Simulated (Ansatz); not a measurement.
Process, species as SMILES: C (CH4) → [CH3] (CH3) + H atom
B3LYP-D3(BJ)/def2-TZVP geometries, fixed; electronic energies without zero-point terms.
Largest species:
```xyz
5

C      0.0000     0.0000     0.0000
H      0.6205     0.6269     0.6390
H     -0.6429    -0.6249     0.6185
H      0.6369    -0.6328    -0.6166
H     -0.6146     0.6308    -0.6409
```

Basis-set convergence of the bond dissociation energy at r2SCAN with Ansatz (a program for electronic structure). Cartesian d functions, on some or all atoms, in 6-31G*; all else is spherical. The program fits the integrals of some runs and decomposes those of others, by size. Open shells are unrestricted. No added dispersion term, no relativity. Functions are those of the species that has most. Reference: the value in aug-pcseg-3, 107.86 kcal/mol, itself unsure by roughly 0.03 kcal/mol (its mean distance from aug-cc-pVQZ, def2-QZVPPD, pcseg-3). Deviations are taken from unrounded values.

```tsv
basis	functions	bond dissociation energy (kcal/mol)	minus reference (kcal/mol)
6-31G*	23	108.87	1.01
pcseg-1	34	108.04	0.18
6-311G**	42	108.34	0.48
6-311+G**	46	107.83	-0.03
def2-TZVP	55	107.58	-0.28
cc-pVQZ	175	107.91	0.05
def2-QZVPP	177	107.83	-0.03
pcseg-3	192	107.87	0.01
aug-pcseg-3	281	107.86	0.00
```
